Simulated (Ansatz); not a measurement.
Base system: InP in the zinc blende structure (space group F-43m, No. 216; a = 5.878 Å).

The values are results of PBEsol, PAW, 420 eV (Ansatz, a program for electronic structure; no spin-orbit coupling), not measurements.

Now apply this change: every In is replaced by Al, then cell and atoms are relaxed.

Measured band gap: InP 1.47 eV (static lattice; corrected from measurement; as listed in Wei Chen et al., Physical Review Materials (2018)); AlP 2.54 eV (static lattice; corrected from measurement; as listed in Wei Chen et al., Physical Review Materials (2018)).

Measured lattice parameter a: InP 5.858 Å (static lattice; corrected from measurement; as listed in Daniel Mejia-Rodriguez, S. B. Trickey, Phys. Rev. B (2018)); AlP 5.451 Å (static lattice; corrected from measurement; as listed in Daniel Mejia-Rodriguez, S. B. Trickey, Phys. Rev. B (2018)).

**Question.** How well does PBEsol reproduce the measured shift?

**Answer.** With PBEsol the band gap moves by +0.88 eV (0.57 → 1.45) against +1.07 eV measured; the lattice parameter a moves by -0.408 Å (5.878 → 5.471) against -0.407 Å measured.

Whether these cells are dynamically stable was not tested.
